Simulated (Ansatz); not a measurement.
## A computed series for InSb: pressure series

The reference is InSb in the zinc blende structure (space group F-43m, No. 216; a = 6.5189 Å).

Cell and atoms are relaxed at each pressure.

Method: PBEsol (Ansatz, a program for electronic structure), spin-orbit coupling left out.

```tsv
pressure (GPa)	volume per atom (Å³/atom)
-2	36.539
-1	35.499
0	34.628
2.1	33.134
4.5	?
9	29.875
15	28.033
22.5	26.343
30	25.048
```

Q: Fit the third-order Birch–Murnaghan form P(V) = (3B₀/2)[(V₀/V)^(7/3) − (V₀/V)^(5/3)]·[1 + (3/4)(B₀′ − 4)((V₀/V)^(2/3) − 1)] (squares taken in P) to the rows shown and predict the withheld row.

A: Least squares on the printed values gives V₀ = 34.638 Å³/atom, B₀ = 43.0 GPa, B₀′ = 4.7; this predicts 31.797 Å³/atom, and the run gives 31.779 Å³/atom, 0.018 lower.

Measured bulk modulus of InSb: 46.1 GPa (static lattice; corrected from measurement; as listed in Daniel Mejia-Rodriguez, S. B. Trickey, Phys. Rev. B (2018)); the computed value is 7 % below it.

Load acts through the strain it causes; cell and atoms are relaxed under it. Stability against distortions was not tested. Tetrahedral semiconductors of this kind turn to denser phases somewhere between about 1 and 50 GPa; those were not computed, so compressed cells here can lie past the real transition. The final runs are not spin-polarised.
